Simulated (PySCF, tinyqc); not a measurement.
MP2 on RHF in the sto-6g basis, frozen core, for BH, spin multiplicity 1, step by step. The lowest restricted solution is unstable here: a spin-polarised one lies 0.0155 hartree lower (PySCF). Computed by tinyqc, a small Python program that keeps every step (integrals from PySCF). Settings: charge = 0, multiplicity = 1, basis = sto-6g, method = RHF, frozen orbitals = 1, energy threshold = 1e-10, iteration cap = 75, orthogonalisation = symmetric, start = atomic densities, DIIS depth = 6. Command: `OMP_NUM_THREADS=1 python tinyqc.py 28337 28338 out.jsonl` (the two numbers bound the seeds that draw the settings). One thread of a shared host (Intel(R) Xeon(R) Processor @ 2.60GHz), about 0.2 s of CPU time with the checks. The early iterations of the SCF are left out here.

## One-electron integrals

Geometry (angstrom):
```
atom        x        y        z
B     0.00000  0.00000  0.00000
H     0.00000  0.00000  1.08200
```

Basis sto-6g: exponents (1/bohr^2) and contraction coefficients of normalised primitives:
```
element  l (shell)   exponent  coefficient
B            s (1)  506.01115      0.00916
B            s (1)   92.77681      0.04936
B            s (1)   25.95566      0.16854
B            s (1)    8.91645      0.37056
B            s (1)    3.46251      0.41649
B            s (1)    1.42605      0.13033
B            s (2)   23.19458     -0.01325
B            s (2)    4.59081     -0.04699
B            s (2)    1.42682     -0.03379
B            s (2)    0.54895      0.25024
B            s (2)    0.23841      0.59512
B            s (2)    0.10928      0.24071
B            p (3)   23.19458      0.00376
B            p (3)    4.59081      0.03768
B            p (3)    1.42682      0.17390
B            p (3)    0.54895      0.41804
B            p (3)    0.23841      0.42586
B            p (3)    0.10928      0.10171
H            s (1)   35.52322      0.00916
H            s (1)    6.51314      0.04936
H            s (1)    1.82214      0.16854
H            s (1)    0.62596      0.37056
H            s (1)    0.24308      0.41649
H            s (1)    0.10011      0.13033
```

Overlap, kinetic and nuclear-attraction integrals over the contracted functions; the nuclear repulsion is the sum of Za Zb / Rab.

nuclear repulsion = 2.4453660 hartree

overlap S, lower triangle:
```
          1B 1s    1B 2s   1B 2px   1B 2py   1B 2pz    2H 1s
1B 1s   1.00000
1B 2s   0.26489  1.00000
1B 2px  0.00000  0.00000  1.00000
1B 2py  0.00000  0.00000  0.00000  1.00000
1B 2pz  0.00000  0.00000  0.00000  0.00000  1.00000
2H 1s   0.08798  0.53309  0.00000  0.00000  0.52167  1.00000
```

kinetic energy T (hartree), lower triangle:
```
           1B 1s    1B 2s   1B 2px   1B 2py   1B 2pz    2H 1s
1B 1s   10.94724
1B 2s   -0.33388  0.37450
1B 2px   0.00000  0.00000  1.12503
1B 2py   0.00000  0.00000  0.00000  1.12503
1B 2pz   0.00000  0.00000  0.00000  0.00000  1.12503
2H 1s   -0.00740  0.11786  0.00000  0.00000  0.28555  0.76852
```

nuclear attraction V (hartree), lower triangle:
```
            1B 1s     1B 2s    1B 2px    1B 2py    1B 2pz     2H 1s
1B 1s   -23.88079
1B 2s    -2.87373  -4.21311
1B 2px    0.00000   0.00000  -4.16601
1B 2py    0.00000   0.00000   0.00000  -4.16601
1B 2pz   -0.02362  -0.18229   0.00000   0.00000  -4.30682
2H 1s    -1.07132  -2.10702   0.00000   0.00000  -2.00760  -3.63067
```

core Hamiltonian H = T + V (hartree), lower triangle:
```
            1B 1s     1B 2s    1B 2px    1B 2py    1B 2pz     2H 1s
1B 1s   -12.93355
1B 2s    -3.20761  -3.83861
1B 2px    0.00000   0.00000  -3.04099
1B 2py    0.00000   0.00000   0.00000  -3.04099
1B 2pz   -0.02362  -0.18229   0.00000   0.00000  -3.18179
2H 1s    -1.07872  -1.98916   0.00000   0.00000  -1.72206  -2.86214
```

## Two-electron integrals

Functions are numbered as in S; the eight-fold symmetry (ij|kl) = (ji|kl) = (kl|ij) leaves the list below.

Two-electron integrals (ij|kl) in chemists' order, unique and non-zero (hartree):
```
(11|11) 2.92499   (21|11) 0.48076   (21|21) 0.09948   (22|11) 0.74345
(22|21) 0.18897   (22|22) 0.54492   (31|31) 0.02110   (32|31) 0.03085
(32|32) 0.12044   (33|11) 0.74345   (33|21) 0.18897   (33|22) 0.54492
(33|33) 0.58711   (41|41) 0.02110   (42|41) 0.03085   (42|42) 0.12044
(43|43) 0.03164   (44|11) 0.74345   (44|21) 0.18897   (44|22) 0.54492
(44|33) 0.52383   (44|44) 0.58711   (51|51) 0.02110   (52|51) 0.03085
(52|52) 0.12044   (53|53) 0.03164   (54|54) 0.03164   (55|11) 0.74345
(55|21) 0.18897   (55|22) 0.54492   (55|33) 0.52383   (55|44) 0.52383
(55|55) 0.58711   (61|11) 0.16702   (61|21) 0.03339   (61|22) 0.06259
(61|33) 0.06225   (61|44) 0.06225   (61|51) 0.00261   (61|52) 0.00488
(61|55) 0.06327   (61|61) 0.01163   (62|11) 0.33375   (62|21) 0.08586
(62|22) 0.26502   (62|33) 0.25821   (62|44) 0.25821   (62|51) 0.00998
(62|52) 0.05438   (62|55) 0.27864   (62|61) 0.03034   (62|62) 0.16617
(63|31) 0.00989   (63|32) 0.04260   (63|53) 0.01069   (63|63) 0.02045
(64|41) 0.00989   (64|42) 0.04260   (64|54) 0.01069   (64|64) 0.02045
(65|11) 0.29021   (65|21) 0.07585   (65|22) 0.24678   (65|33) 0.23370
(65|44) 0.23370   (65|51) 0.01760   (65|52) 0.08939   (65|55) 0.27294
(65|61) 0.02844   (65|62) 0.18207   (65|65) 0.21576   (66|11) 0.47706
(66|21) 0.12534   (66|22) 0.43040   (66|33) 0.40489   (66|44) 0.40489
(66|51) 0.01977   (66|52) 0.13481   (66|55) 0.48143   (66|61) 0.04571
(66|62) 0.32804   (66|65) 0.39381   (66|66) 0.77500
```

## Orthogonalisation

S = U s U^T; symmetric (Loewdin) form X = U s^(-1/2) U^T, so that X^T S X = 1.

eigenvalues of S: 0.24660  0.79850  1.00000  1.00000  1.15781  1.79709

X, lower triangle:
```
           1B 1s     1B 2s   1B 2px   1B 2py    1B 2pz    2H 1s
1B 1s    1.02907
1B 2s   -0.15228   1.22452
1B 2px   0.00000   0.00000  1.00000
1B 2py   0.00000   0.00000  0.00000  1.00000
1B 2pz  -0.01307   0.18911  0.00000  0.00000   1.18175
2H 1s    0.02346  -0.44635  0.00000  0.00000  -0.43030  1.37279
```

## Iteration 7 (converged): orbitals

converged F (hartree), lower triangle:
```
           1B 1s     1B 2s   1B 2px   1B 2py    1B 2pz     2H 1s
1B 1s   -7.43069
1B 2s   -2.08147  -0.99488
1B 2px   0.00000   0.00000  0.26594
1B 2py   0.00000   0.00000  0.00000  0.26594
1B 2pz  -0.02602  -0.08992  0.00000  0.00000  -0.18369
2H 1s   -0.70217  -0.63357  0.00000  0.00000  -0.44663  -0.51788
```

Diagonalise F' = X^T F X, C = X C', fill 3 alpha and 3 beta electrons from the bottom; D = 2 C_occ C_occ^T. Each column has its largest component positive (the first on a tie).

F' = X^T F X (hartree), lower triangle:
```
          1         2        3        4         5        6
1  -7.26882
2  -1.05725  -0.36519
3   0.00000   0.00000  0.26594
4   0.00000   0.00000  0.00000  0.26594
5  -0.03588   0.18811  0.00000  0.00000   0.13107
6  -0.13681  -0.48438  0.00000  0.00000  -0.55566  0.05616
```

orbital energies (hartree): MO1 -7.43292, MO2 -0.62227, MO3 -0.24444, MO4 0.26594, MO5 0.26594, MO6 0.85284

coefficients C:
```
             MO1       MO2       MO3      MO4       MO5       MO6
1B 1s    0.99489  -0.19467  -0.19584  0.00000   0.00000   0.12977
1B 2s    0.02087   0.50611   0.81544  0.00000   0.00000  -0.91439
1B 2px   0.00000   0.00000   0.00000  0.99649  -0.08376   0.00000
1B 2py   0.00000   0.00000   0.00000  0.08376   0.99649   0.00000
1B 2pz   0.00693   0.24222  -0.58900  0.00000   0.00000  -1.10090
2H 1s   -0.00654   0.53920  -0.32592  0.00000   0.00000   1.36839
```

D after iteration 7, lower triangle:
```
           1B 1s     1B 2s   1B 2px   1B 2py   1B 2pz    2H 1s
1B 1s    2.13212
1B 2s   -0.47491   1.84304
1B 2px   0.00000   0.00000  0.00000
1B 2py   0.00000   0.00000  0.00000  0.00000
1B 2pz   0.15017  -0.71512  0.00000  0.00000  0.81128
2H 1s   -0.09530   0.01397  0.00000  0.00000  0.64506  0.79401
```

Within a degenerate level the vectors are fixed only up to a rotation; this is one choice.

## Convergence

Stop when the energy changes by less than 1e-10 hartree and every element of the error matrix X^T (F D S - S D F) X is below 3e-06.

Course of the cycle:
```
iteration  E (hartree)     change  largest element of the error matrix
1          -25.0629941          -                             6.89e-01
2          -24.9872340   7.58e-02                             7.45e-02
3          -24.9919668  -4.73e-03                             1.36e-02
4          -24.9921956  -2.29e-04                             1.73e-03
5          -24.9921986  -2.99e-06                             2.15e-05
6          -24.9921986  -3.19e-10                             9.52e-07
7          -24.9921986  -6.86e-13                             4.66e-09
```

PySCF RHF in the same basis = -24.9921986 hartree

Converged in 7 iterations.

## Integrals over molecular orbitals

(pq|rs) = sum C_ip C_jq C_kr C_ls (ij|kl), one index at a time.

one-electron integrals over orbitals h = C^T H C (hartree), lower triangle:
```
           1         2         3         4         5         6
1  -12.92256
2    0.26032  -3.21161
3    0.25723  -0.09465  -3.00377
4    0.00000   0.00000   0.00000  -3.04099
5    0.00000   0.00000   0.00000   0.00000  -3.04099
6   -0.17127   0.46079  -0.15508   0.00000   0.00000  -2.45880
```

Two-electron integrals over orbitals (pq|rs), unique and non-zero (hartree); the lowest 1 orbital is frozen and left out:
```
(22|22) 0.62270    (32|22) -0.07409   (32|32) 0.05004    (33|22) 0.41156
(33|32) 0.04539    (33|33) 0.59177    (42|42) 0.05734    (43|42) 0.04149
(43|43) 0.06692    (44|22) 0.46787    (44|32) 0.03426    (44|33) 0.51566
(44|44) 0.58711    (52|52) 0.05734    (53|52) 0.04149    (53|53) 0.06692
(54|54) 0.03164    (55|22) 0.46787    (55|32) 0.03426    (55|33) 0.51566
(55|44) 0.52383    (55|55) 0.58711    (62|22) 0.02044    (62|32) -0.05048
(62|33) -0.04414   (62|44) -0.08783   (62|55) -0.08783   (62|62) 0.12460
(63|22) -0.05847   (63|32) 0.04135    (63|33) 0.07786    (63|44) 0.02897
(63|55) 0.02897    (63|62) -0.04803   (63|63) 0.06432    (64|42) -0.03835
(64|43) -0.01778   (64|64) 0.03507    (65|52) -0.03835   (65|53) -0.01778
(65|65) 0.03507    (66|22) 0.60645    (66|32) -0.05980   (66|33) 0.46024
(66|44) 0.48815    (66|55) 0.48815    (66|62) 0.02559    (66|63) -0.04170
(66|66) 0.63441
```

## Second-order Moller-Plesset energy

Hartree-Fock energy = -24.9921986 hartree

E2 = sum_ijab (ia|jb) [2 (ia|jb) - (ib|ja)] / (e_i + e_j - e_a - e_b) over occupied i, j and virtual a, b; the opposite-spin part is (ia|jb)^2 / denominator, the rest is same-spin, and SCS-MP2 scales them by 6/5 and 1/3.

Terms:
```
i  j  a  b   (ia|jb)   (ib|ja)  denominator      term
2  2  6  6   0.12460   0.12460     -2.95021  -0.00526
3  3  5  5   0.06692   0.06692     -1.02076  -0.00439
3  3  4  4   0.06692   0.06692     -1.02076  -0.00439
3  3  6  6   0.06432   0.06432     -2.19455  -0.00189
2  2  5  5   0.05734   0.05734     -1.77641  -0.00185
2  2  4  4   0.05734   0.05734     -1.77641  -0.00185
3  2  5  5   0.04149   0.04149     -1.39859  -0.00123
2  3  5  5   0.04149   0.04149     -1.39859  -0.00123
3  2  4  4   0.04149   0.04149     -1.39859  -0.00123
2  3  4  4   0.04149   0.04149     -1.39859  -0.00123
2  3  6  6  -0.04803  -0.04803     -2.57238  -0.00090
3  2  6  6  -0.04803  -0.04803     -2.57238  -0.00090
```

Pair energies (hartree; pair i-j sums ij and ji):
```
pair  opposite spin  same spin
2-2        -0.00896    0.00000
3-2        -0.00672    0.00000
3-3        -0.01066    0.00000
```

MP2 correlation energy = -0.0263400 hartree

SCS-MP2 correlation energy = -0.0316079 hartree

MP2 total energy = -25.0185386 hartree
